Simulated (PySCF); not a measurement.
Gas-phase reaction: 2 B + 2 C₅H₈ (cyclic) = B₂H₆ + 5 C₂H₂ (acetylene)

Method: PySCF energies plus ideal-gas RRHO corrections (1 bar). † marks an energy on the PBE0/def2-TZVP geometry and frequencies; other levels use their own. MP2 and CCSD(T) freeze the core. Open shells (unrestricted): B (multiplicity 2, electronic degeneracy 6); the rest are closed-shell singlets. Spin-orbit splitting is ignored; it lowers the true energy and changes the entropy of B. B3LYP is the form with VWN-RPA correlation. MP2 isn't extrapolated to the basis-set limit; its ΔH°(298 K) is 11.9 kJ in def2-SVP and -40.9 kJ in def2-TZVPP. CCSD(T) isn't extrapolated to the basis-set limit. The harmonic model lacks anharmonicity and excited electronic states, which grow with temperature; levels with a mode under 35 cm⁻¹ are left out.

```json
[
 {"level": "B3LYP/def2-TZVP†", "ΔE electronic, kJ": "-5", "ΔH°(298 K), kJ": "-80", "ΔS°(298 K), J/K": "347", "ΔG°(800 K), kJ": "-372"},
 {"level": "CCSD(T)/def2-SVP†", "ΔE electronic, kJ": "136", "ΔH°(298 K), kJ": "61", "ΔS°(298 K), J/K": "347", "ΔG°(800 K), kJ": "-231"},
 {"level": "HF/def2-TZVP†", "ΔE electronic, kJ": "168", "ΔH°(298 K), kJ": "93", "ΔS°(298 K), J/K": "347", "ΔG°(800 K), kJ": "-199"},
 {"level": "M06-2X/def2-TZVP†", "ΔE electronic, kJ": "32", "ΔH°(298 K), kJ": "-43", "ΔS°(298 K), J/K": "347", "ΔG°(800 K), kJ": "-335"},
 {"level": "MP2/def2-SVP†", "ΔE electronic, kJ": "87", "ΔH°(298 K), kJ": "12", "ΔS°(298 K), J/K": "347", "ΔG°(800 K), kJ": "-280"},
 {"level": "PBE0/def2-TZVP", "ΔE electronic, kJ": "142", "ΔH°(298 K), kJ": "67", "ΔS°(298 K), J/K": "347", "ΔG°(800 K), kJ": "-225"},
 {"level": "r2SCAN/def2-TZVP†", "ΔE electronic, kJ": "87", "ΔH°(298 K), kJ": "12", "ΔS°(298 K), J/K": "347", "ΔG°(800 K), kJ": "-280"},
 {"level": "LDA/def2-TZVP†", "ΔE electronic, kJ": "167", "ΔH°(298 K), kJ": "91", "ΔS°(298 K), J/K": "347", "ΔG°(800 K), kJ": "-201"}
]
```
ΔH° is lowest at B3LYP/def2-TZVP† and highest at HF/def2-TZVP†. No reference value is set beside these.
